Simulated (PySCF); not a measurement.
A search over the determinants of AlH

Unrestricted PBE0; Al def2-TZVPP, H def2-TZVPP; no relativity (PySCF 2.14). Outer shells of the fragments: Al 3s2 3p1; H 1s1.

Followed along the bond (rough minima from three points):

| 2Ms+1 | unpaired | ⟨S²⟩ at the start | R at minimum (Å) | Te (eV) |
| --- | --- | --- | --- | --- |
| 1 | none | 0.00 | 1.66 | 0.00 |
| 3 | σ ↑, π ↑ | 2.00 | 1.61 | 1.67 |

Solutions found at the starting distance of 1.515 Å, counted from the lowest of them; the search is not exhaustive and high or unbound solutions are not listed, so other states can lie among these:

```csv
2Ms+1,unpaired,term,E (eV),⟨S²⟩,⟨Lz²⟩,μ (D)
1,none,¹Σ⁺,0.00,0.00,0.00,0.48
3,"σ ↑, π ↑",³Π,1.58,2.00,1.00,-0.48
1,"σ ↑, π ↓",mixed,2.05,1.02,1.01,-0.37
3,π ↑↑,³Σ⁻,4.64,2.10,0.00,-1.13
1,π ↑↓,mixed,5.03,1.01,2.02,-1.27
3,σ ↑↑,³Σ⁺,5.22,2.00,0.00,0.92
1,none,mixed,5.80,0.00,2.00,-1.27
```

A term symbol is given only where ⟨S²⟩ and ⟨Lz²⟩ are close to those of a pure state; real π, δ and φ orbitals otherwise mix terms. A positive dipole means Al(−)H(+).

Compare the gap between the two lowest followed solutions at the starting distance with the gap between their minima.

At PBE0 the second solution (triplet, unpaired electrons σ ↑, π ↑) lies +1.58 eV from the first (singlet, closed shell) at 1.515 Å and +1.67 eV at the minima; the two curves relax by different amounts, since their minima lie near 1.61 and 1.66 Å.

Counting both spins, an empty level lies below a filled one in some of these solutions, because spin and occupation are held.
